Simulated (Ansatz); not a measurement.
**Cost against result**

The pair of SiH₄ (SMILES [SiH4], atoms 1–5) and SiH₃Cl (SMILES [SiH3]Cl, atoms 6–10), both closed shells, in one local arrangement (a lower one may exist), relaxed at PBE0-D4/def2-TZVP:

Si1  (-0.131, 0.058, -1.976)
H2  (-1.549, 0.192, -1.559)
H3  (0.094, 0.797, -3.242)
H4  (0.206, -1.375, -2.161)
H5  (0.744, 0.633, -0.919)
Si6  (0.150, -0.028, 1.846)
Cl7  (-0.184, -0.506, 3.817)
H8  (1.603, 0.173, 1.653)
H9  (-0.598, 1.209, 1.532)
H10  (-0.334, -1.153, 1.011)
(Å)

Interaction energies are counterpoise-corrected; the time is that of the whole pair.

Computed with Ansatz 0.2.0 (basis: as named in each row); correlated methods freeze the cores. B3LYP uses VWN-RPA correlation. Extrapolation: Hartree–Fock as exp(−7.88 √X), correlation as X^−2.97.

Times are rough, for one single point on 4 threads of a shared host (Intel Xeon 6975P-C).

The estimate by CCSD(T) at an estimated basis limit (MP2 extrapolated from triple and quadruple zeta, plus CCSD(T) − MP2 in triple zeta) is -5.5 kJ/mol.

```
   method        basis  time (s)  interaction energy (kJ/mol)  method less estimate
       HF       STO-3G   under 1                          8.8                  14.2
   PBE-D4       STO-3G   under 1                         -0.5                   5.0
    SPW92     def2-SVP   under 1                        -11.2                  -5.7
   PBE-D4     def2-SVP   under 1                         -6.6                  -1.1
 B3LYP-D4        6-31G   under 1                         -3.1                   2.4
  PBE0-D4     def2-SVP   under 1                         -6.1                  -0.6
  CCSD(T)     def2-SVP   under 1                          1.0                   6.5
  wB97M-V     def2-SVP         1                         -4.7                   0.7
   PBE-D4  def2-TZVPPD         1                         -7.2                  -1.8
revPBE-D4  def2-TZVPPD         1                         -6.0                  -0.6
  BLYP-D4  def2-TZVPPD         2                         -5.2                   0.2
 HSE06-D4  def2-TZVPPD         2                         -6.5                  -1.0
 B3LYP-D4  def2-TZVPPD         2                         -5.6                  -0.2
  PBE0-D4  def2-TZVPPD         2                         -6.6                  -1.1
r2SCAN-D4  def2-TZVPPD         2                         -5.2                   0.3
   B2PLYP  def2-TZVPPD         4                          0.1                   5.5
   B97M-V  def2-TZVPPD         4                         -5.3                   0.1
  wB97X-V  def2-TZVPPD         4                         -5.2                   0.2
  wB97M-V  def2-TZVPPD         5                         -5.9                  -0.4
      MP2  def2-QZVPPD        11                         -4.6                   0.8
  CCSD(T)  def2-TZVPPD        25                         -4.1                   1.4
```

The T1 diagnostic stays at or below 0.011.
